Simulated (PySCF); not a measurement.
Molecule (SMILES): N#N (N2).
Geometry (B3LYP-D3(BJ)/def2-TZVP, fixed):
```xyz
2

N      0.0000     0.0000    -0.5454
N      0.0000     0.0000     0.5454
```
Charge 0, spin multiplicity 1.

Basis-set convergence of the mean static polarisability at PBE0 with PySCF. All functions are spherical. Density fitting with generated auxiliary sets. No added dispersion term, no relativity. Reference: the value in aug-cc-pV5Z, 11.80 bohr³. Deviations are taken from unrounded values.

```csv
basis,functions,mean static polarisability (bohr³)
cc-pVDZ,28,8.18
aug-cc-pVDZ,46,11.57
def2-SVP,28,8.30
def2-SVPD,40,10.91
pcseg-1,28,8.66
aug-pcseg-1,46,11.80
6-311G**,36,8.62
6-311+G**,44,10.14
cc-pVTZ,60,9.68
aug-cc-pVTZ,92,11.76
pcseg-2,60,10.36
aug-pcseg-2,92,11.75
def2-TZVPP,62,10.34
def2-TZVPPD,74,11.63
cc-pVQZ,110,10.63
aug-cc-pVQZ,160,11.80
def2-QZVPP,114,10.83
def2-QZVPPD,126,11.76
pcseg-3,120,11.21
aug-pcseg-3,170,11.80
cc-pV5Z,182,11.14
aug-cc-pV5Z,254,11.80
```

What the diffuse functions change, pair by pair:
- cc-pVDZ to aug-cc-pVDZ: 18 more functions, deviation -30.7 to -2.0 %
- def2-SVP to def2-SVPD: 12 more functions, deviation -29.7 to -7.6 %
- pcseg-1 to aug-pcseg-1: 18 more functions, deviation -26.6 to -0.1 %
- 6-311G** to 6-311+G**: 8 more functions, deviation -27.0 to -14.1 %
- cc-pVTZ to aug-cc-pVTZ: 32 more functions, deviation -18.0 to -0.4 %
- pcseg-2 to aug-pcseg-2: 32 more functions, deviation -12.2 to -0.5 %
- def2-TZVPP to def2-TZVPPD: 12 more functions, deviation -12.4 to -1.5 %
- cc-pVQZ to aug-cc-pVQZ: 50 more functions, deviation -9.9 to -0.1 %
- def2-QZVPP to def2-QZVPPD: 12 more functions, deviation -8.3 to -0.4 %
- pcseg-3 to aug-pcseg-3: 50 more functions, deviation -5.0 to -0.1 %
- cc-pV5Z to aug-cc-pV5Z: 72 more functions, deviation -5.6 to 0.0 %

Leaving out the reference's own pair, they bring the value nearer the reference by more than 0.1 % in 10 of 10 pairs.
